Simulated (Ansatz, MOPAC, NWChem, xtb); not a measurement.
**A ladder of methods for P2H4 (diphosphine)**

The runs start from one conformer, not always the lowest.

P2H4, singlet, SMILES `PP`. Each level relaxes the structure for itself.

Quantity: the highest harmonic wavenumber at each level's own minimum, in cm⁻¹. The values are calculated.

```tsv
level	kind	program	value (cm⁻¹)
MNDOD	semi-empirical	MOPAC	2689
PM6-D3H4	semi-empirical	MOPAC	2746
PM7-	semi-empirical	MOPAC	2228
GFN2-xTB	semi-empirical	xtb	2315
HF/6-31G* (spherical functions)	Hartree–Fock	NWChem	2596
HF/6-31G* (Cartesian functions)	Hartree–Fock	Ansatz	2600
B3LYP-D3(BJ)/6-31G* (spherical functions)	global hybrid	NWChem	2409
B3LYP/6-31G* (Cartesian functions)	global hybrid	Ansatz	2408
MP2/6-31G* (Cartesian functions)	perturbation theory	Ansatz	2510
```

Harmonic and unscaled. The values span 2228 to 2746 cm⁻¹.
